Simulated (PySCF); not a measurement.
## Computed properties of Li2, SMILES [Li][Li]

Li2, SMILES [Li][Li]. Geometry: B3LYP-D3(BJ)/def2-TZVPD. The values are those of a single conformer. All values are computed for the isolated molecule unless a solvent is named; none is compared with measurement here.

**Structure.** The optimised structure has D∞h symmetry. All 1 harmonic modes at B3LYP-D3(BJ)/def2-TZVPD (PySCF) are real, so it is a minimum.

**Vibrations.** No mode carries more than 0.5 km/mol of infrared intensity. The softest mode is at 325 cm⁻¹ and the zero-point energy is 0.5 kcal/mol.

**Electronic structure.** B3LYP/def2-TZVPD (PySCF) places the frontier levels at -3.65 and -1.44 eV, a gap of 2.21 eV, and gives a dipole moment of 0.00 D and a mean polarisability of 192.1 bohr³. PBE/def2-TZVPD (PySCF) at the same geometry gives -3.23 and -1.79 eV, so its gap is 0.77 eV narrower. An orbital gap is neither the optical nor the fundamental gap.

**Excitations.** TDDFT-ωB97X/def2-TZVPD (PySCF) has S1 at 2.10 eV (591 nm, f = 0.474, bright); the most intense of the 10 singlets computed lies at 2.58 eV (f = 1.05). Strengths of degenerate partners are summed. T1 (TDA) is at 1.58 eV. TDDFT-PBE/def2-TZVPD (PySCF) puts S1 at 2.00 eV.
